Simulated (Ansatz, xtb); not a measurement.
H3NOSi−: which of two isomers lies lower

Structure a: the doublet with the links of `[NH-][SiH]O`. Structure b: the doublet with the links of `N[SiH][O-]`. Both are isolated ions in the gas phase, relaxed with B3LYP-D3(BJ)/def2-SVPD; the shapes shown needn't be the lowest conformers.

a (Å):

```xyz
6

N    -0.0848    1.0384    0.9579
O     1.3841   -0.8012    2.3502
Si    0.0430   -0.6094    1.2486
H    -0.7779    1.3535    0.2812
H    -1.0733   -1.3011    2.0721
H     1.8403    0.0513    2.3568
```

b (Å):

```xyz
6

N    -0.7096    0.1303    1.2661
O     2.0231   -0.9659    1.2927
Si    0.7085   -0.6114    2.1323
H    -1.0051   -0.4159    0.4591
H    -0.5288    1.0787    0.9318
H     0.9088    0.4731    3.2033
```

Quicker runs give these differences E(b) − E(a): GFN2-xTB −0.917 eV; HF/STO-3G −0.282 eV (at GFN2-xTB geometries); r2SCAN-D4/def2-SVPD −0.547 eV (at GFN2-xTB geometries).

Task: Estimate E(b) − E(a) at the level CCSD(T)/def2-SVPD + ΔMP2/def2-TZVPPD.

Result: Calculated at CCSD(T)/def2-SVPD + ΔMP2/def2-TZVPPD: E(b) − E(a) = −0.562 eV, so structure b lies lower.

How the difference moves with the method:

```
                               level                geometry  E(b) − E(a) (eV)  departure from the last row (eV)  job, with rough time for the two
                            GFN2-xTB                GFN2-xTB              −0.917                            −0.355              optimisation, 0.12 s
                           HF/STO-3G                GFN2-xTB              −0.282                            +0.280              single point, 0.16 s
                 r2SCAN-D4/def2-SVPD                GFN2-xTB              −0.547                            +0.015               single point, 3.7 s
              B3LYP-D3(BJ)/def2-SVPD  B3LYP-D3(BJ)/def2-SVPD              −0.549                            +0.013                optimisation, 45 s
                        HF/def2-SVPD  B3LYP-D3(BJ)/def2-SVPD              −0.574                            −0.012           part of the CCSD(T) run
                       MP2/def2-SVPD  B3LYP-D3(BJ)/def2-SVPD              −0.634                            −0.072           part of the CCSD(T) run
                   CCSD(T)/def2-SVPD  B3LYP-D3(BJ)/def2-SVPD              −0.579                            −0.017                      single point
CCSD(T)/def2-SVPD + ΔMP2/def2-TZVPPD  B3LYP-D3(BJ)/def2-SVPD              −0.562                                                  single point, 21 s
```

As drawn, b has 1 N–H in place of 1 O–H.

The levels shown agree on the order. The largest departure from CCSD(T)/def2-SVPD + ΔMP2/def2-TZVPPD is that of GFN2-xTB, 0.355 eV. The last row adds to CCSD(T) the change of the MP2 difference between the two basis sets, here +0.017 eV.

With harmonic frequencies from B3LYP-D3(BJ)/def2-SVPD (ideal gas, rigid rotor, one conformer each, 298.15 K, 1 atm): on the last row, ΔE + ΔZPE = −0.516, ΔH = −0.520, ΔG = −0.517 eV.

Open shells are spin-unrestricted. The correlated steps freeze 7 core orbitals. Programs: Ansatz 0.2.0, xtb 6.7.1; the last row on 2 threads of Arm Neoverse V2 on a shared host.
